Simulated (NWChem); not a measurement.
System: hydrogen chloride (HCl); SMILES Cl

NWChem printed, in part:

```
             Northwest Computational Chemistry Package (NWChem) 7.3.0
             --------------------------------------------------------

 ORDER OF PRIMARY AXIS IS BEING SET TO 4
 C4V symmetry detected

                             Geometry "geometry" -> ""
                             -------------------------

 Output coordinates in angstroms (scale by  1.889725989 to convert to a.u.)

  No.       Tag          Charge          X              Y              Z
 ---- ---------------- ---------- -------------- -------------- --------------
    1 Cl                  17.0000     0.00000000     0.00000000     0.07200244
    2 H                    1.0000     0.00000000     0.00000000    -1.22404156

 Effective nuclear repulsion energy (a.u.)       6.9411325796

      Symmetry information
      --------------------

 Group name             C4v
 Group number             18
 Group order               8
 No. of unique centers     2

  pbe96 is a nonlocal functional; adding pw91lda local functional.

                                 NWChem DFT Module
                                 -----------------

 Summary of "ao basis" -> "ao basis" (spherical)
 ------------------------------------------------------------------------------
       Tag                 Description            Shells   Functions and Types
 ---------------- ------------------------------  ------  ---------------------
 Cl                        def2-tzvp                13       37   5s5p2d1f
 H                         def2-tzvp                 4        6   3s1p

      Symmetry analysis of basis
      --------------------------

        a1         17
        a2          0
        b1          3
        b2          3
        e          20

            General Information
            -------------------
          SCF calculation type: DFT
          Wavefunction type:  closed shell.
          No. of atoms     :     2
          No. of electrons :    18
           Alpha electrons :     9
            Beta electrons :     9
          Charge           :     0
          Spin multiplicity:     1
          Use of symmetry is: on ; symmetry adaption is: on
          Maximum number of iterations: 150
          AO basis - number of functions:    43
                     number of shells:    17
          Convergence on energy requested:  1.00D-06
          Convergence on density requested:  1.00D-05
          Convergence on gradient requested:  5.00D-04

              XC Information
              --------------
          PerdewBurkeErnzerhof Exchange Functional  1.000
            Perdew 1991 LDA Correlation Functional  1.000 local
           PerdewBurkeErnz. Correlation Functional  1.000 non-local

             Grid Information
             ----------------
          Grid used for XC integration:  medium
          Radial quadrature: Mura-Knowles
          Angular quadrature: Lebedev.
          Tag              B.-S. Rad. Rad. Pts. Rad. Cut. Ang. Pts.
          ---              ---------- --------- --------- ---------
          Cl                  1.00       88           7.0       590
          H                   0.35       45           7.0       434
          Grid pruning is: on
          Number of quadrature shells:   133
          Spatial weights used:  Erf1

      Superposition of Atomic Density Guess
      -------------------------------------

 Sum of atomic energies:        -459.97749781

      Non-variational initial energy
      ------------------------------

 Total energy =    -460.035397
 1-e energy   =    -648.998455
 2-e energy   =     182.021926
 HOMO         =      -0.446715
 LUMO         =       0.069175

      Symmetry analysis of molecular orbitals - initial
      -------------------------------------------------

 !! scf_movecs_sym_adapt:    6 vectors were symmetry contaminated

  Symmetry fudging

 !! scf_movecs_sym_adapt:    4 vectors were symmetry contaminated

  Numbering of irreducible representations:

     1 a1          2 a2          3 b1          4 b2          5 e

  Orbital symmetries:

     1 a1          2 a1          3 a1          4 e           5 e
     6 a1          7 a1          8 e           9 e          10 a1
    11 a1         12 e          13 e          14 a1         15 e
    16 e          17 b1         18 b2         19 a1

     ---------------------------------------------
      Total Density - Mulliken Population Analysis
     ---------------------------------------------

    Atom       Charge   Shell Charges
 -----------   ------   -------------------------------------------------------
    1 Cl  17    17.39   2.01  0.45  1.52  1.10  0.84  4.19  1.69  1.11  2.91  1.56  0.01  0.01  0.00
    2 H    1     0.61   0.17  0.33  0.08  0.03

   convergence    iter        energy       DeltaE   RMS-Dens  Diis-err
 ---------------- ----- ----------------- --------- --------- ---------
 d= 0,ls=0.0,diis     1   -460.6028794340 -4.68D+02  9.42D-03  6.86D-01
 d= 0,ls=0.0,diis     2   -460.6068705712 -3.99D-03  8.32D-03  1.32D-01
 d= 0,ls=0.0,diis     3   -460.6127955535 -5.92D-03  3.78D-03  9.65D-02
 d= 0,ls=0.0,diis     4   -460.6262768882 -1.35D-02  3.21D-04  2.07D-04
 d= 0,ls=0.0,diis     5   -460.6263011656 -2.43D-05  7.41D-05  3.25D-05
  Resetting Diis
 d= 0,ls=0.0,diis     6   -460.6263042196 -3.05D-06  1.44D-05  7.84D-07
 d= 0,ls=0.0,diis     7   -460.6263043122 -9.27D-08  5.18D-06  1.95D-08

         Total DFT energy =     -460.626304312209
      One electron energy =     -649.830744777270
           Coulomb energy =      210.666843949227
    Exchange-Corr. energy =      -28.403536063766
 Nuclear repulsion energy =        6.941132579600

 Numeric. integr. density =       18.000002736784

                  Occupations of the irreducible representations
                  ----------------------------------------------

                     irrep           alpha         beta
                     --------     --------     --------
                     a1                5.0          5.0
                     a2                0.0          0.0
                     b1                0.0          0.0
                     b2                0.0          0.0
                     e                 4.0          4.0

                       DFT Final Molecular Orbital Analysis
                       ------------------------------------

 Vector    7  Occ=2.000000D+00  E=-4.272602D-01  Symmetry=a1
              MO Center= -1.3D-15,  1.3D-16, -1.4D-01, r^2= 1.3D+00
   Bfn.  Coefficient  Atom+Function         Bfn.  Coefficient  Atom+Function
  ----- ------------  ---------------      ----- ------------  ---------------
    17      0.413869  1 Cl pz                39     -0.255072  2 H  s
     5      0.250875  1 Cl s                  4      0.222826  1 Cl s
    14      0.208780  1 Cl pz                20      0.189219  1 Cl pz
     8     -0.172895  1 Cl pz                 3     -0.162171  1 Cl s
    38     -0.161318  2 H  s                 11     -0.080234  1 Cl pz

 Vector    8  Occ=2.000000D+00  E=-2.902570D-01  Symmetry=e
              MO Center= -6.6D-16, -9.6D-17,  3.9D-02, r^2= 1.2D+00
   Bfn.  Coefficient  Atom+Function         Bfn.  Coefficient  Atom+Function
  ----- ------------  ---------------      ----- ------------  ---------------
    16      0.530484  1 Cl py                19      0.364907  1 Cl py
    13      0.256782  1 Cl py                 7     -0.209133  1 Cl py
    10     -0.095316  1 Cl py                15     -0.089136  1 Cl px
    18     -0.061314  1 Cl px                12     -0.043146  1 Cl px
     6      0.035140  1 Cl px

 Vector    9  Occ=2.000000D+00  E=-2.902570D-01  Symmetry=e
              MO Center= -1.8D-15, -7.1D-16,  3.9D-02, r^2= 1.2D+00
   Bfn.  Coefficient  Atom+Function         Bfn.  Coefficient  Atom+Function
  ----- ------------  ---------------      ----- ------------  ---------------
    15      0.530484  1 Cl px                18      0.364907  1 Cl px
    12      0.256782  1 Cl px                 6     -0.209133  1 Cl px
     9     -0.095316  1 Cl px                16      0.089136  1 Cl py
    19      0.061314  1 Cl py                13      0.043146  1 Cl py
     7     -0.035140  1 Cl py

 Vector   10  Occ=0.000000D+00  E=-2.890152D-02  Symmetry=a1
              MO Center=  6.0D-16, -3.4D-16, -8.6D-01, r^2= 2.7D+00
   Bfn.  Coefficient  Atom+Function         Bfn.  Coefficient  Atom+Function
  ----- ------------  ---------------      ----- ------------  ---------------
    40      1.173425  2 H  s                  5     -0.750844  1 Cl s
    20      0.670578  1 Cl pz                39      0.356391  2 H  s
    17      0.324133  1 Cl pz                 4     -0.180925  1 Cl s
    14      0.160438  1 Cl pz                 3      0.156014  1 Cl s
    38      0.137176  2 H  s                  8     -0.119175  1 Cl pz

 Vector   11  Occ=0.000000D+00  E= 1.527029D-01  Symmetry=a1
              MO Center=  3.9D-16,  1.9D-15, -9.2D-01, r^2= 2.9D+00
   Bfn.  Coefficient  Atom+Function         Bfn.  Coefficient  Atom+Function
  ----- ------------  ---------------      ----- ------------  ---------------
    40      1.263513  2 H  s                 39     -1.051733  2 H  s
    20     -0.245973  1 Cl pz                28     -0.194089  1 Cl d  0
    23     -0.167289  1 Cl d  0              17     -0.131261  1 Cl pz
    38     -0.125892  2 H  s                  4     -0.124933  1 Cl s
     5     -0.067008  1 Cl s                 43     -0.048723  2 H  pz

 Vector   12  Occ=0.000000D+00  E= 3.156604D-01  Symmetry=e
              MO Center=  5.7D-16, -4.9D-16,  2.6D-02, r^2= 3.1D+00
   Bfn.  Coefficient  Atom+Function         Bfn.  Coefficient  Atom+Function
  ----- ------------  ---------------      ----- ------------  ---------------
    19      1.328102  1 Cl py                16     -1.094400  1 Cl py
    18     -0.171595  1 Cl px                 7      0.166170  1 Cl py
    15      0.141400  1 Cl px                27     -0.123657  1 Cl d -1
    13     -0.072330  1 Cl py                10      0.035301  1 Cl py
    22     -0.032019  1 Cl d -1

     ---------------------------------------------
      Total Density - Mulliken Population Analysis
     ---------------------------------------------

    Atom       Charge   Shell Charges
 -----------   ------   -------------------------------------------------------
    1 Cl  17    17.24   2.01  0.43  1.53  1.14  0.83  4.19  1.66  1.15  2.75  1.52  0.01  0.02  0.00
    2 H    1     0.76   0.23  0.43  0.06  0.03

     -------------------------------------------
      Total Density - Lowdin Population Analysis
     -------------------------------------------

    Atom       Charge   Shell Charges
 -----------   ------   -------------------------------------------------------
    1 Cl  17    17.06   1.98  0.84  1.14  0.95  0.84  3.93  1.90  1.26  2.50  1.69  0.01  0.03  0.00
    2 H    1     0.94   0.23  0.41  0.19  0.11

     Multipole analysis of the density
     ---------------------------------

     L   x y z        total         alpha         beta         nuclear
     -   - - -        -----         -----         ----         -------
     0   0 0 0     -0.000000     -9.000000     -9.000000     18.000000

     1   1 0 0     -0.000000     -0.000000     -0.000000      0.000000
     1   0 1 0      0.000000      0.000000      0.000000      0.000000
     1   0 0 1     -0.489083     -0.244542     -0.244542     -0.000000

     2   2 0 0    -10.364127     -5.182064     -5.182064      0.000000
     2   1 1 0      0.000000      0.000000      0.000000      0.000000
     2   1 0 1      0.000000      0.000000      0.000000      0.000000
     2   0 2 0    -10.364127     -5.182064     -5.182064      0.000000
     2   0 1 1     -0.000000     -0.000000     -0.000000      0.000000
     2   0 0 2     -7.628655     -6.646917     -6.646917      5.665178
```

Level: PBE/def2-TZVP. Coordinates come from a PBE-D3(BJ)/def2-SVP optimisation.

Task: Which NWChem input produces such a log?

Result: Several could match; the one computed here: the input that was run:
```
start job
memory heap 200 mb stack 900 mb global 1100 mb
geometry units angstroms noautoz
  Cl     0.000000     0.000000     0.080452
  H      0.000000     0.000000    -1.215592
end
basis spherical
  * library def2-tzvp
end
dft
  xc xpbe96 cpbe96
  iterations 150
  mulliken
end
task dft energy
```
